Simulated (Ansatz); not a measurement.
`C=CC(O)(F)F` at its PBE0-D4/def2-TZVP geometry, where that method's forces vanish. Charge 0, multiplicity 1.

```xyz
10

C     1.3003    0.5718   -0.7278
C     0.7514   -0.3442    0.0488
C    -0.6921   -0.3577    0.4245
O    -1.3803    0.6712   -0.1123
F    -1.2545   -1.5470    0.0514
F    -0.8140   -0.3473    1.7864
H     0.7138    1.3826   -1.1422
H     2.3552    0.5349   -0.9705
H     1.3204   -1.1635    0.4740
H    -2.3003    0.5991    0.1677
```

Task: What forces (eV/Å) does PBE-D4/def2-TZVPP give on these atoms in Ansatz? (Best estimate.)

Result: The calculation gave: 
```
C1   0.219  0.261 -0.237
C2  -0.121 -0.215  0.179
C3   0.405  0.187 -0.230
O4   0.078  0.631 -0.456
F5  -0.350 -0.845 -0.281
F6  -0.037  0.010  0.957
H7  -0.110  0.172 -0.093
H8   0.221  0.009 -0.062
H9   0.119 -0.181  0.095
H10 -0.424 -0.030  0.127
```
